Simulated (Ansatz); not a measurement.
Molecule: C3H8N (charge 0, doublet). It need not be the lowest isomer of its formula. 
Coordinates optimised at B3LYP-D3(BJ)/def2-TZVP (Ansatz, a quantum-chemistry and plane-wave program):
```
N
C 1 1.3788
H 2 1.0801 1 117.00
H 2 1.0801 3 119.24 1 150.39
C 1 1.4476 2 117.47 3 -176.23
H 5 1.0898 1 109.57 2 -43.98
H 5 1.0910 6 108.54 1 119.88
H 5 1.1002 6 108.27 7 117.56
C 1 1.4476 2 117.47 3 -32.71
H 9 1.0898 1 109.57 2 43.98
H 9 1.0910 10 108.54 1 -119.88
H 9 1.1002 10 108.27 11 -117.56
```
Charge 0, spin multiplicity 2.


Quantity: enthalpy of formation at 298 K (from the atomisation energy, B3LYP-D3(BJ)/def2-TZVP harmonic zero-point and thermal terms from Ansatz, and the atoms' enthalpies of formation in the G2/97 table; no spin-orbit terms, and no core term in the frozen-core levels), in kcal/mol. Correlated levels leave the core frozen unless marked. UHF or UKS for open shells. Spin-orbit coupling is left out. No relativistic terms. The coupled-cluster limit lacks core correlation, which all-electron functionals hold. CBS marks a two-point X^-3 extrapolation of the correlation energy; Hartree-Fock from the larger set. The bracket is a focal-point correction in the basis named.

| level | program | enthalpy of formation at 298 K (kcal/mol) |
|---|---|---|
| RI-HF/cc-pVQZ | Ansatz | 319.1 |

Q: Estimate the value at RI-MP2/CBS(cc-pVTZ,cc-pVQZ)+[CCSD(T)-MP2]/cc-pVDZ as computed with Ansatz.

A: 35.0 kcal/mol, so RI-HF/cc-pVQZ differs from it by 284.1 kcal/mol.
